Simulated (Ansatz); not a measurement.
C2H5NO2 can be A, `N/C(O)=C\O`, or B, `NC(=O)CO`.

Calculated with Ansatz (gas phase, PBE0-D4/def2-TZVP geometries, no zero-point term in ΔE). CBS: MP2 limit from def2 TZ/QZ plus the TZ coupled-cluster correction, frozen cores. Functionals use def2-TZVPP. B3LYP here is the variant with VWN-RPA as its local correlation; programs differ in this. One conformer a species, not always the lowest.

Which isomer does CCSD(T)/CBS put lower? Give the gap. (Best estimate.)

The calculation gave: B, by 24.7 kcal/mol.

Give E(B) − E(A) in kcal/mol with B3LYP, HF/def2-TZVPP, r2SCAN-D4, B2PLYP, MP2/def2-TZVPP, CCSD/def2-TZVPP, PBE-D4. (An estimate is asked.)

Computed: B3LYP -26.3, HF/def2-TZVPP -30.5, r2SCAN-D4 -26.6, B2PLYP -26.8, MP2/def2-TZVPP -26.2, CCSD/def2-TZVPP -25.8, PBE-D4 -24.8. None reverses the order clearly.

Largest T1 diagnostic: 0.014.

In def2-TZVPP, CCSD(T) changes the Hartree–Fock value by +5.2 kcal/mol (the triples alone add +0.4 kcal/mol) and MP2 by +4.2 kcal/mol.
